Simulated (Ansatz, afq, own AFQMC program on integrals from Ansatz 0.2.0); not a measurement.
## CHAl, triplet: AFQMC among the cluster methods

```xyz
3

Al    0.0000    0.0000   -0.0166
C     0.0000    0.0000   -1.5676
H     0.0000    0.0000    1.5843
```

Connectivity, by distances: AlH–C.

Basis 6-31G. Noble-gas cores (and the filled d shells of Ga–Kr and In–Xe) are frozen. Ansatz 0.2.0 and our own AFQMC program on the same integrals; the CISD trial comes from CCSD amplitudes, and released means the phaseless constraint is let go. Uncertainties: one standard error, sampling alone.

Determinant: UHF, the one that the program's search chose, which needn't be the lowest solution. The geometry is a point of a scan.

Full CI on the same integrals is exact in this basis and with this determinant's frozen core.

Cautions: lower spins were not checked; strong correlation (T1 0.065, weight of the determinant 0.84, largest double 0.12); unrestricted determinant spin contaminated (⟨S²⟩ 2.36 against 2.00); the released energies are still falling, so no released level is given (meV from the phaseless value at times in 1/Eh: -0.7 ± 2.5 at 0.24, -4.4 ± 2.5 at 0.51, -10 ± 3 at 0.99, -10.2 ± 2.4 at 1.62, -15.0 ± 2.0 at 2.40), though the last usable value meets full CI within the noise.

- T1 diagnostic: 0.0648
- weight of the determinant in the CISD state: 0.839
- ⟨S²⟩ of the determinant: 2.365
- size of the correlated space: 8 electrons in 18 orbitals

Reference: full CI, correlation energy -2.862 eV. The cautions show a poor starting determinant, so the rows tell how each method copes with it here, and full CI is the sure value.

| level | E − E(reference) (mEh) | share of correlation (%) |
| --- | --- | --- |
| HF | 105.19 | 0.00 |
| MP2 | 35.48 | 66.27 |
| CCSD | 4.34 | 95.87 |
| CCSD(T) | 1.51 | 98.56 |
| CCSDT | 0.28 | 99.73 |
| CCSDT(Q) | -0.02 | 100.02 |
| CCSDTQ | 0.01 | 99.99 |
| ph-AFQMC/CISD | 0.45 ± 0.10 | 99.57 |

CCSDT and higher add their correlation energy to the determinant of the CCSD(T) run, since their own runs factorise the integrals more tightly (a shift of under 2 meV). A walk keeps the symmetry of its determinant, which the program's search chose and which needn't be the lowest solution, so a lower state of the same spin and another symmetry isn't excluded.
